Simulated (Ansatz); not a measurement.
# SiPF+ (quartet): from Hartree-Fock to the top rungs, def2-QZVPP

The task here is to estimate one member of a computed series from the others.

The runs use Ansatz 0.2.0, Gaussian basis; def2-QZVPP, core rule «outside noble gas», up to 11 orbitals frozen.

To be run: UHF; ROHF; CCSD(T) on UHF.

2 further runs of the same task are left out: 2 set aside as unsound or not needed. Runs told in other sessions of the task aren't counted.

## What is computed

The geometry is a PBE0/def2-TZVP stationary point (not a proven minimum) of the parent state, kept for this charge and spin.

3 atoms, charge 1, spin multiplicity 4.

Atoms are counted from 1 here; the program's logs count them from 0.

Bond lengths: F1–P2 1.612 Å, P2–Si3 2.219 Å. Angles: F1–P2–Si3 106.4°.

The first run:

File in.yaml:

```yaml
crystal:
  periodic: [false, false, false]
  atoms:
    - {symbol: F, position_ang: [0.000000, -0.674306, 1.490349]}
    - {symbol: P, position_ang: [0.000000, 0.600388, 0.503498]}
    - {symbol: Si, position_ang: [0.000000, -0.205998, -1.563422]}
basis:
  gaussian: {orbitals: "def2-QZVPP.json"}
total_charge: 1
magnetization: {spin_polarized: true, initial_magnetization: 3}
hamiltonian: {xc: hf}
output: {orbitals: {seedname: orbitals}}
```

On the command line:

```console
$ ansatz run in.yaml --threads 1 --pin off --events-out ev --progress --plain --max-ram 2393MiB
```

Steps of the session up to this table: UHF; ROHF; CCSD(T) on UHF.

One of the session's tables, all rows but one given; the rest of the session is left out.

| method | from UCCSD(T) (meV) |
| --- | --- |
| ROHF | +14039.2 |
| UHF | +13818.2 |
| UMP2 | +1276.8 |
| UCCSD | ? |
| UCCSD(T) | 0 |

Estimate the missing values for UCCSD.

**Answer.** from UCCSD(T) (meV): +637.5. In the column «from UCCSD(T) (meV)» it lies between UCCSD(T) (0) and UMP2 (+1276.8).
